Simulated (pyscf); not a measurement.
Thermochemistry of product channels of AsH (SMILES [AsH]) [triplet] + GeH₄ (SMILES [GeH4]) on the triplet surface, in kcal/mol, from ωB97M-D3(BJ)/def2-TZVP energies (ideal gas, 1 atm, RRHO with modes under 100 cm⁻¹ raised to 100, one conformer, R ln 2 for rigid chiral ones). Single points on ωB97X-D3(BJ)/def2-SVP structures (PySCF, gas phase).

```json
[
 {"products": "AsH₂• (SMILES [AsH2]) + GeH₃• (SMILES [GeH3])", "ΔE": "+15.7", "ΔH(298 K)": "+14.6", "ΔG(298 K)": "+12.5", "ΔG(600 K)": "+10.3"},
 {"products": "H₃Ge–As: (SMILES [GeH3][As]) [triplet] + H₂ (SMILES [H][H])", "ΔE": "-4.0", "ΔH(298 K)": "-4.5", "ΔG(298 K)": "-4.0", "ΔG(600 K)": "-3.8"},
 {"products": "AsH₃ (SMILES [AsH3]) + GeH₂ (SMILES [GeH2]) [triplet]", "ΔE": "+26.0", "ΔH(298 K)": "+25.5", "ΔG(298 K)": "+23.7", "ΔG(600 K)": "+21.9"}
]
```

These are energies of the channels, which say nothing of barriers. H₃Ge–As: [triplet] lies 10.1 kcal/mol over its isomer H₂Ge=AsH, and others may lie lower still (electronic energy, ωB97M-D3(BJ)). GeH₂ [triplet] is an excited spin state, 27.2 kcal/mol over the singlet at ωB97X-D3(BJ). Elements up to Kr have no core potential and no relativistic terms here.
